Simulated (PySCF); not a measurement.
## Atomic charges by several schemes

Compound: CH6Si.
Structure used (PBE0-D3(BJ)/def2-SVP), in Å, numbered top down from 1:
```
atom  x, y, z in Å
C1    -0.9823   -0.1158    0.0185
Si2    0.8832    0.1065   -0.0279
H3    -1.4402    0.5843    0.7338
H4    -1.2492   -1.1392    0.3227
H5    -1.4222    0.0724   -0.9727
H6     1.2389    1.5013   -0.4354
H7     1.5070   -0.8380   -1.0060
H8     1.4829   -0.1527    1.3179
```

Density: PBE0/pcSseg-1 (PySCF); schemes: Mulliken, IAO, Hirshfeld and ESP-fitted. Isolated species at its PBE0-D3(BJ)/def2-SVP geometry, gas phase.

**Question.** Tabulate the Mulliken, IAO, Hirshfeld and ESP-fitted charges.

**Answer.** In e:

```csv
atom,environment,Mulliken,IAO,Hirshfeld,ESP-fitted
C1,Si-methyl carbon,-0.635,-0.709,-0.207,-0.460
Si2,SiH3 silicon,+0.464,+0.602,+0.315,+0.557
H3,methyl hydrogen,+0.147,+0.156,+0.046,+0.115
H4,methyl hydrogen,+0.147,+0.156,+0.046,+0.116
H5,methyl hydrogen,+0.147,+0.156,+0.046,+0.114
H6,Si–H hydrogen,-0.090,-0.120,-0.082,-0.147
H7,Si–H hydrogen,-0.090,-0.120,-0.082,-0.147
H8,Si–H hydrogen,-0.090,-0.120,-0.082,-0.148
```

Mean size of the charges over all atoms: IAO 0.267 e, Mulliken 0.226 e, ESP-fitted 0.226 e, Hirshfeld 0.113 e. Each set sums to the total charge, 0, to within 0.001 e. The Mulliken scheme counts on each atom the diagonal of the density matrix times the overlap matrix over that atom's basis functions.

Lowest charge. All schemes agree: Mulliken C1 (-0.635); IAO C1 (-0.709); Hirshfeld C1 (-0.207); ESP-fitted C1 (-0.460).

Highest charge. All schemes agree: Mulliken Si2 (+0.464); IAO Si2 (+0.602); Hirshfeld Si2 (+0.315); ESP-fitted Si2 (+0.557).

**Question.** Sum the charges by element, for elements with more than one atom.

**Answer.** 
```csv
element,atoms,Mulliken,IAO,Hirshfeld,ESP-fitted
H,6,+0.170,+0.107,-0.108,-0.097
```

**Question.** How many electrons does the Mulliken scheme count on C1?

**Answer.** Z − q = 6 − (-0.635) = 6.635.
